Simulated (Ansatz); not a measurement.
## A saddle search, step by step

CH$_{8}$AlN, closed shell, CAM-B3LYP-D4/STO-3G (Ansatz 0.2.0). Settings; a guess of the unstable mode was typed too, and convergence needs a confirmed negative curvature besides the force tolerance:

```yaml
hamiltonian: {xc: {name: CAM-B3LYP}, dispersion: d4}
saddle:
  f_tol: 0.1
  max_steps: 40
```

Start:

Al1  (-0.051, -1.198, 0.993)
H2  (1.697, -1.042, 0.473)
H3  (-0.627, -2.213, -0.052)
H4  (-0.127, -1.301, 2.540)
H5  (1.093, -0.164, 0.220)
N6  (-0.049, 0.542, 0.252)
C7  (-0.404, 0.990, -1.080)
H8  (0.021, 1.313, 0.933)
H9  (0.131, 1.833, -1.481)
H10  (-1.565, 1.062, -1.132)
H11  (-0.241, 0.100, -1.767)
(Å)

```
step  energy less the last (meV)  largest force component (eV/Å)
   1                       587.1                           3.996
   2                       688.2                           4.253
   3                       116.4                           1.214
   4                        65.9                           0.770
   5                        35.9                           0.448
   6                        14.9                           0.345
   7                         8.0                           0.155
   8                         5.3                           0.094
   9                         0.9                           0.059
  10                         0.0                           0.007
```

Step 4, positions (Å) and forces (eV/Å):

```csv
atom,x,y,z,Fx,Fy,Fz
Al1,-0.088,-1.209,0.967,-0.500,-0.209,-0.139
H2,1.660,-1.001,0.478,-0.208,-0.070,0.137
H3,-0.620,-2.233,-0.020,0.228,0.383,0.478
H4,-0.116,-1.287,2.479,0.071,0.025,-0.572
H5,1.216,-0.211,0.284,-0.074,0.534,-0.109
N6,0.002,0.527,0.267,0.716,-0.730,0.273
C7,-0.456,0.926,-1.085,-0.699,-0.045,-0.184
H8,-0.012,1.349,0.907,-0.121,0.019,-0.039
H9,0.104,1.809,-1.438,-0.142,0.071,-0.050
H10,-1.559,1.151,-1.146,0.770,-0.067,0.082
H11,-0.254,0.102,-1.794,-0.039,0.087,0.123
```

Step 5, positions (Å) and forces (eV/Å):

```json
{"atom": "Al1", "x": "-0.096", "y": "-1.208", "z": "0.960", "Fx": "-0.331", "Fy": "-0.159", "Fz": "-0.094"}
{"atom": "H2", "x": "1.663", "y": "-1.016", "z": "0.487", "Fx": "-0.203", "Fy": "0.061", "Fz": "0.111"}
{"atom": "H3", "x": "-0.617", "y": "-2.235", "z": "-0.014", "Fx": "0.136", "Fy": "0.259", "Fz": "0.326"}
{"atom": "H4", "x": "-0.112", "y": "-1.283", "z": "2.464", "Fx": "0.030", "Fy": "0.012", "Fz": "-0.389"}
{"atom": "H5", "x": "1.236", "y": "-0.215", "z": "0.297", "Fx": "-0.060", "Fy": "0.322", "Fz": "-0.126"}
{"atom": "N6", "x": "0.016", "y": "0.521", "z": "0.265", "Fx": "0.448", "Fy": "-0.251", "Fz": "0.185"}
{"atom": "C7", "x": "-0.460", "y": "0.926", "z": "-1.082", "Fx": "-0.164", "Fy": "-0.059", "Fz": "-0.208"}
{"atom": "H8", "x": "-0.029", "y": "1.351", "z": "0.896", "Fx": "-0.055", "Fy": "-0.106", "Fz": "0.049"}
{"atom": "H9", "x": "0.084", "y": "1.817", "z": "-1.441", "Fx": "0.018", "Fy": "-0.031", "Fz": "-0.030"}
{"atom": "H10", "x": "-1.545", "y": "1.164", "z": "-1.148", "Fx": "0.208", "Fy": "-0.129", "Fz": "0.201"}
{"atom": "H11", "x": "-0.262", "y": "0.100", "z": "-1.785", "Fx": "-0.029", "Fy": "0.083", "Fz": "-0.024"}
```

Step 7, positions (Å) and forces (eV/Å):

```
atom       x       y       z      Fx      Fy      Fz
 Al1  -0.127  -1.190   0.936   0.028   0.041   0.020
  H2   1.675  -1.014   0.522  -0.040   0.065  -0.083
  H3  -0.627  -2.225  -0.004  -0.048  -0.060  -0.075
  H4  -0.117  -1.273   2.419  -0.043  -0.010   0.083
  H5   1.283  -0.227   0.302   0.061   0.004   0.126
  N6   0.057   0.523   0.258  -0.021   0.130  -0.155
  C7  -0.454   0.924  -1.083  -0.076  -0.100  -0.010
  H8  -0.065   1.337   0.900   0.067  -0.039   0.066
  H9   0.068   1.817  -1.463   0.060  -0.001   0.001
 H10  -1.538   1.152  -1.100   0.028  -0.074   0.062
 H11  -0.276   0.099  -1.790  -0.015   0.044  -0.036
```

Last step (10):

Al1  (-0.129, -1.179, 0.930)
H2  (1.689, -1.021, 0.560)
H3  (-0.613, -2.207, -0.032)
H4  (-0.195, -1.263, 2.416)
H5  (1.315, -0.236, 0.319)
N6  (0.101, 0.525, 0.236)
C7  (-0.467, 0.919, -1.084)
H8  (0.008, 1.336, 0.887)
H9  (0.014, 1.833, -1.471)
H10  (-1.557, 1.103, -1.053)
H11  (-0.287, 0.111, -1.810)
(Å)

The run took about 37 s on 2 CPU threads of an Intel Xeon 6975P-C (shared host).
